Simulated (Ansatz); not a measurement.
Ansatz (an electronic-structure program) input (SVWN5/def2-TZVPD):

Ansatz 0.2 input:
```yaml
crystal:
  periodic: [false, false, false]
  atoms:
    - {symbol: O, position_ang: [0.02055575, 1.37954633, -0.01097938]}
    - {symbol: C, position_ang: [-0.01134845, 0.01890589, 0.22432295]}
    - {symbol: H, position_ang: [0.91976598, 1.70434922, 0.11067332]}
    - {symbol: C, position_ang: [-1.34682762, -0.56808966, -0.05151891]}
    - {symbol: C, position_ang: [1.23987973, -0.74032850, -0.04973274]}
    - {symbol: H, position_ang: [-1.55796574, -0.61643837, -1.13244864]}
    - {symbol: H, position_ang: [1.46139415, -0.79556071, -1.12918124]}
    - {symbol: H, position_ang: [-2.13554147, 0.03305249, 0.40408140]}
    - {symbol: H, position_ang: [2.10665427, -0.27840017, 0.43425102]}
    - {symbol: H, position_ang: [-1.41082895, -1.58326961, 0.34158965]}
    - {symbol: H, position_ang: [1.16185374, -1.76302978, 0.32044181]}
basis:
  gaussian:
    orbitals: def2-TZVPD
hamiltonian:
  xc: {name: SVWN5}
magnetization: {spin_polarized: true, initial_magnetization: 1}
output: {forces: true}
```

End of the output:

```
integrals: 0.10 GiB planned
1063 factors; their error is unknown
mean field: 1.18 GiB planned
mean field evaluation 1: about -5212.4281 eV, gradient 5.9e1 eV
mean field evaluation 2: about -5173.7983 eV, gradient 1.0e2 eV
mean field evaluation 4: about -5227.6186 eV, gradient 7.9e0 eV
mean field evaluation 8: about -5227.8788 eV, gradient 2.0e-1 eV
mean field evaluation 16: about -5227.8389 eV, gradient 3.1e-4 eV
mean field -5227.83893492 eV, -192.1195373019 hartree, gradient 5.9e-5 eV, S^2 0.751778; 0 other end points of the search recorded, 0 dependent functions left out
the calculation of the forces begins
reference -5227.83898495 eV, -192.1195391402 hartree; 17, 16 occupied and 197, 198 virtual orbitals, 1063 factors
Total energy: -5227.83898495 eV, -192.1195391402 hartree
Atom 0 at     0.020556     1.379546    -0.010979 Å, force    -0.588667    -0.797950     0.049377 eV/Å
Atom 1 at    -0.011348     0.018906     0.224323 Å, force    -0.025050     0.085234    -0.325001 eV/Å
Atom 2 at     0.919766     1.704349     0.110673 Å, force     0.559729     0.152763     0.058987 eV/Å
Atom 3 at    -1.346828    -0.568090    -0.051519 Å, force     0.819374     0.348141     0.199191 eV/Å
Atom 4 at     1.239880    -0.740328    -0.049733 Å, force    -0.744401     0.504240     0.207107 eV/Å
Atom 5 at    -1.557966    -0.616438    -1.132449 Å, force    -0.063239    -0.008827    -0.352507 eV/Å
Atom 6 at     1.461394    -0.795561    -1.129181 Å, force     0.060921    -0.011537    -0.359269 eV/Å
Atom 7 at    -2.135541     0.033052     0.404081 Å, force    -0.240975     0.202495     0.136532 eV/Å
Atom 8 at     2.106654    -0.278400     0.434251 Å, force     0.263580     0.141669     0.147643 eV/Å
Atom 9 at    -1.410829    -1.583270     0.341590 Å, force    -0.000554    -0.304150     0.117881 eV/Å
Atom 10 at     1.161854    -1.763030     0.320442 Å, force    -0.040720    -0.312077     0.120059 eV/Å
Dipole moment:     0.268504    -0.112549    -0.010713 e Å
```

It need not be the lowest isomer of its formula.
